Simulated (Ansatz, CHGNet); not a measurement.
For 1T (CdI2-type) SnSe2, the machine-learned potential CHGNet 0.3.0 (trained on PBE and PBE+U data) gives:

| Quantity | Value |
|---|---|
| equilibrium lattice constant a | 3.864 Å |
| lattice parameter c | 7.132 Å |

What does r²SCAN+SOC (plane waves, PAW; Ansatz, an electronic-structure program) give for the same quantities?


- lattice constant a: 3.841 Å (drops by 0.6 %)
- lattice parameter c: 6.528 Å (falls by 8.5 %)

For comparison: lattice parameter c 6.14 Å (measured, temperature not stated, not corrected to a static lattice; as tabulated in Gonzalez and Oleynik (2016), arXiv:1609.04381).

Changes are worked out from the printed values.

Unless a cell is named, each level is at its own relaxed cell (CHGNet 0.3.0 30.74, r²SCAN+SOC 27.81 Å³/atom).

Caveats: the cell comes from a level without a dispersion term, which matters for the spacing of layers, chains or molecules (r²SCAN+SOC). Ansatz's density-functional and Hartree–Fock values are scalar-relativistic unless marked +SOC, with PAW data made under PBE.
